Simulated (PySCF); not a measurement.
How the functional moves excitation energies

Compound: C₄H₇F.
Z-matrix (Å and degrees, PBE0-D3(BJ)/def2-SVP geometry), rows numbered from 1:
```
C 
C   1  1.4914
C   2  1.3340  1  127.04
C   3  1.4850  2  130.08  1    -0.43
F   3  1.3458  2  118.43  1   179.70
H   1  1.1029  2  111.13  3   120.00
H   1  1.0989  2  112.79  3    -0.89
H   1  1.1027  2  111.02  3  -121.67
H   2  1.0951  1  117.55  3   179.72
H   4  1.1019  3  110.14  2  -120.27
H   4  1.1018  3  110.11  2   121.85
H   4  1.0962  3  112.00  2     0.77
```

Linear-response calculations in the def2-SVPD basis (PySCF; singlets by full response, triplets Tamm–Dancoff, core orbitals frozen in the response; HF means time-dependent Hartree–Fock). 'Strongest' is the level of largest summed f among the singlets computed (10 roots, of which the last may lack a degenerate partner); it can jump between rows when another state enters that window. S1 is the lowest singlet of each run and needn't be the same state throughout; f(S1) is that of one state. Isolated species at its PBE0-D3(BJ)/def2-SVP geometry, gas phase.

```csv
functional,kind,S1 (eV),f(S1),strongest (eV),T1 (eV),HOMO (eV),gap (eV),"ionisation energy, ΔSCF (eV)"
LDA,LDA,5.84,0.000,6.85,4.59,-5.82,5.26,9.16
PBE,GGA,5.77,0.000,6.86,4.37,-5.68,5.31,8.95
B3LYP,"global hybrid, 20% exact exchange",6.19,0.000,7.10,4.35,-6.68,7.06,9.12
PBE0,"global hybrid, 25% exact exchange",6.46,0.000,7.21,4.29,-6.87,7.53,9.07
BHandHLYP,"global hybrid, 50% exact exchange",6.79,0.000,7.38,4.24,-7.95,9.15,9.04
CAM-B3LYP,range-separated hybrid,6.64,0.000,7.24,4.31,-8.22,9.59,9.18
wB97X-D,range-separated hybrid,6.92,0.002,7.29,4.43,-8.72,11.13,9.11
LC-wPBE,range-separated hybrid,7.37,0.003,7.39,4.18,-9.56,12.06,9.21
HF,Hartree–Fock,7.42,0.006,7.62,3.80,-9.51,12.24,not settled
```

S1 runs from 5.77 eV (PBE) to 7.42 eV (HF), a spread of 1.65 eV, while the orbital gap spreads over 7.0 eV. Along PBE (0%), B3LYP (20%), PBE0 (25%), BHandHLYP (50%), HF (100%) S1 rises with the share of exact exchange. −ε(HOMO) comes closest to its own ΔSCF ionisation energy with LC-wPBE (+0.35 eV) and misses most with LDA (-3.34 eV). 'Not settled' means that the ion's SCF failed to converge or may have ended in another state than the lowest.
